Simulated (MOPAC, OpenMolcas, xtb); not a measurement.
**A ladder of methods for CH5OSi (SMILES [CH2]O[SiH3])**

The species is CH5OSi (8 atoms), meant as a doublet with charge 0. SMILES: `[CH2]O[SiH3]`. Geometry: relaxed at GFN2-xTB. This is one conformer, not always the lowest.

```xyz
8

C    -0.5819    0.8262   -1.2147
O    -0.0124   -0.2052   -0.5924
Si    0.4244   -0.6678    0.9007
H    -0.6433    0.7714   -2.2838
H    -0.8374    1.7127   -0.6676
H     0.1080    0.3542    1.8987
H     1.8658   -0.8925    0.8131
H    -0.3231   -1.8989    1.1460
```

Quantity: the dipole moment, in D. The values are calculated.

| level | kind | program | value (D) |
| --- | --- | --- | --- |
| MNDO | semi-empirical | MOPAC | 0.99 |
| PM7 | semi-empirical | MOPAC | 1.39 |
| GFN2-xTB | semi-empirical | xtb | 0.54 |
| GFN1-xTB | semi-empirical | xtb | 1.01 |
| UHF/STO-3G | Hartree–Fock | OpenMolcas | 1.31 |
| UHF/3-21G | Hartree–Fock | OpenMolcas | 1.28 |
| UHF/def2-SVP | Hartree–Fock | OpenMolcas | 0.92 |
| US12g/Ahlrichs_VDZ (Cholesky decomposition) | GGA | OpenMolcas | 1.35 |
| UPBE/6-311+G** | GGA | OpenMolcas | 0.91 |
| UBP86/aug-cc-pVDZ | GGA | OpenMolcas | 0.74 |

The values span 0.54 to 1.39 D. Magnitudes only: a small dipole may point the other way at some levels. Sets without polarisation functions give poor dipoles. Without the sets that lack polarisation functions the rows with a basis span only 0.74 to 0.92 D.
